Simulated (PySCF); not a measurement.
Compound: COS.
SMILES: `O=C=S`

The calculation used PBE0-D3(BJ)/def2-SVP geometry optimisation, gas phase (PySCF).

Masses are those of the commonest isotopes; rigid-rotor values at the optimised geometry. 

Task: What are the moment of inertia and the rotational constant?

Result: I = 83.025 u·Å², B = 505379 MHz·u·Å²/I = 6087 MHz (0.2030 cm⁻¹, or 0.292 K as hB/k).

Task: List the first levels of a rigid rotor in a Σ state.

Result: E(J) = BJ(J+1): J = 1: 0.406, J = 2: 1.218, J = 3: 2.437, J = 4: 4.061, J = 5: 6.091, J = 6: 8.528 cm⁻¹.

Task: Where do the first rotational lines fall?

Result: The dipole is 0.54 D; J+1 ← J lies at 2B(J+1): 1 ← 0 at 12.17 GHz, 2 ← 1 at 24.35 GHz, 3 ← 2 at 36.52 GHz, 4 ← 3 at 48.70 GHz, 5 ← 4 at 60.87 GHz, 6 ← 5 at 73.04 GHz.

Whether it is a minimum is left open (no frequencies). Constants of a rigid frame at the computed geometry: no zero-point averaging, no centrifugal distortion.

Time: 2.0 s wall; peak memory 0.25 GiB. Hardware: one thread, Arm Neoverse V1 (aarch64) (shared host). That covers the optimisation of the geometry.
